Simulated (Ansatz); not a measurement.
in.yaml

```yaml
crystal:
  periodic: [false, false, false]
  atoms:
    - {symbol: Cl, position_ang: [0.000000, -0.267554, 1.633067]}
    - {symbol: O, position_ang: [0.000000, 1.510446, 0.238746]}
    - {symbol: Ga, position_ang: [0.000000, -0.217939, -0.851528]}
    - {symbol: H, position_ang: [0.000000, 0.510707, -2.327383]}
basis:
  gaussian: {orbitals: cc-pVDZ}
total_charge: 1
magnetization: {spin_polarized: false, initial_magnetization: 2}
correlation: {active_space: {ras: {orbitals: [7, 2, 35], electrons: 16, max_holes: 2, max_particles: 2}, fixed_orbitals: true}}
```

```sh
$ ansatz run in.yaml --threads 1 --pin off --events-out ev --progress --plain --max-ram 2393MiB
```

Log:

```
690 factors; integrals over basis functions are off by at most 7.6e-4 eV
mean field evaluation 1: about -66860.4170 eV, gradient 6.3e1 eV
mean field evaluation 2: about -66860.4676 eV, gradient 6.2e1 eV
mean field evaluation 4: about -66868.5273 eV, gradient 4.4e1 eV
mean field evaluation 8: about -66878.3532 eV, gradient 5.8e0 eV
mean field evaluation 16: about -66878.6196 eV, gradient 1.1e-1 eV
mean field evaluation 32: about -66879.3170 eV, gradient 7.7e-4 eV
mean field evaluation 64: about -66871.7456 eV, gradient 3.9e1 eV
mean field evaluation 96: about -66875.6785 eV, gradient 1.2e1 eV
mean field evaluation 128: about -66860.4080 eV, gradient 6.3e1 eV
mean field -66879.31703563 eV, -2457.7695686302 hartree, gradient 1.3e-6 eV, S^2 2.000000; 8 other end points of the search recorded, 0 dependent functions left out
reference -66879.31703563 eV, -2457.7695686302 hartree; 29, 27 occupied and 35, 37 virtual orbitals, 690 factors
state -66887.52877876 eV, -2458.0713446239 hartree
Total energy: -66887.52877876 eV, -2458.0713446239 hartree
```

Natural occupations: 1.9901 1.9844 1.9765 1.9689 1.9649 1.9638 1.9530 1.0044 0.9966 0.0430 0.0185 0.0154 0.0143 0.0122 0.0102 0.0100 0.0089 0.0087 0.0080 0.0061 0.0052 0.0051 0.0041 0.0036.

Ran on 1 thread of INTEL XEON PLATINUM 8581C, shared host: 18 s wall, 0.2 GiB peak host memory.
